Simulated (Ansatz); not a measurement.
**Ni (model structure, started from the simple cubic type, Pm-3m, No. 221, 1 atom in the cell)**

Calculation: PBEsol (Ansatz, an electronic-structure program, PAW).

Settings: plane-wave cutoff 500 eV, 32×32×32 k mesh, Fermi–Dirac smearing 0.1 eV, spin-polarised with parallel moments, scalar-relativistic PAW data made under PBE.

Cell (relaxed at this level):

```cif
data_Ni
_chemical_formula_sum 'Ni1'
_space_group_name_H-M_alt 'Pm-3m'
_space_group_IT_number 221
_space_group_name_Hall '-P 4 2 3'
_cell_length_a 2.29086
_cell_length_b 2.29086
_cell_length_c 2.29086
_cell_angle_alpha 90.000
_cell_angle_beta 90.000
_cell_angle_gamma 90.000
loop_
_atom_site_label
_atom_site_type_symbol
_atom_site_symmetry_multiplicity
_atom_site_Wyckoff_symbol
_atom_site_fract_x
_atom_site_fract_y
_atom_site_fract_z
_atom_site_occupancy
Ni1 Ni 1 a 0.00000 0.00000 0.00000 1
```

For Ni (model structure, started from the simple cubic type, Pm-3m, No. 221, 1 atom in the cell), the band gap is zero (no gap).

Note: the magnetic order was assumed, not searched for or taken from measurement; a magnet's gap depends somewhat on the PAW data; the moments ended far under their starting size, a low-moment state that need not be the lowest; the relaxation could raise the start's symmetry but not lower it, so the cell can be a saddle point.

The computed numbers hold no vibrational or temperature effects.

A model structure was made by putting elements into a prototype or built by hand; it is no filed structure, need not be a known phase, and can be a saddle point held by its symmetry.
